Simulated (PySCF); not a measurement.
# HOMO energy and vertical ionisation energy

ωB97X-D3(BJ)/ma-def2-TZVP single points (PySCF) on relaxed neutral molecules. The ionisation energy is the difference of two SCF energies at the neutral's structure.

```tsv
molecule	−ε(HOMO) / eV	vertical ionisation energy / eV
1-ethenylaziridine, `C=CN1CC1` (C4H7N)	8.62	8.44
isopropylamine, `CC(C)N` (C3H9N)	9.47	9.48
N-methylmethanimine, `C=NC` (C2H5N)	9.91	9.91
2-propanimine, `CC(C)=N` (C3H7N)	10.00	?
`C=N` (CH3N)	10.44	10.75
isobutyronitrile, `CC(C)C#N` (C4H7N)	11.72	11.78
acetonitrile, `CC#N` (C2H3N)	11.99	12.31
```

Problem. Fit a straight line to the complete rows and predict the ionisation energy of 2-propanimine, `CC(C)=N` (C3H7N).

Solution. IE = -1.046 + 1.109·(−ε) (6 points, rms 0.12 eV, correlation 0.996). At 10.00 this gives 10.04 eV; the calculation itself gave 9.88 eV, so the fit is off by 0.16.

(2-propanimine) Hardware: 1 thread of Arm Neoverse V1, shared with other jobs. Command: `OMP_NUM_THREADS=1 python redox_run.py task.json out`. Structures, frequencies and single points: 8.5 min.
